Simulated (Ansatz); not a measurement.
Reaction (substitution at a C–C bond): `C=C(F)C(=C)F` + H₂S → `C=C(F)S` + `C=CF`

Isolated molecules relaxed with PBE0-D4/def2-TZVP in Ansatz; ΔE leaves out vibrations. CBS: MP2 limit from def2 TZ/QZ plus the TZ coupled-cluster correction, frozen cores. This one scheme is used for every species. Functionals use def2-TZVPP. One conformer a species, not always the lowest.

| level | ΔE (kJ/mol) |
| --- | --- |
| r2SCAN0-D4 | 48.0 |
| HF/CBS(def2) | 47.9 |

Problem. What does CCSD(T)/CBS give? (Estimate.)

Solution. The calculation gave: +44.5 kJ/mol. The listed levels differ from it by 3.5, 3.4 kJ/mol.

Largest T1 diagnostic among the species: 0.012.

Leaving LDA and LC-ωPBE aside and taking each functional with its dispersion term where it has one, the values, not all of them listed here, spread over 11.2 kJ/mol, from revPBE-D4 to B97M-V. LDA lies +10.4 kJ/mol from PBE without D4. From PBE to PBE0 (25 % exact exchange), in def2-TZVPP and without D4, ΔE moves by +3.9 kJ/mol. At CCSD(T), def2-SVP lies +14.9 kJ/mol from the extrapolated value and def2-TZVPP +2.9 kJ/mol.
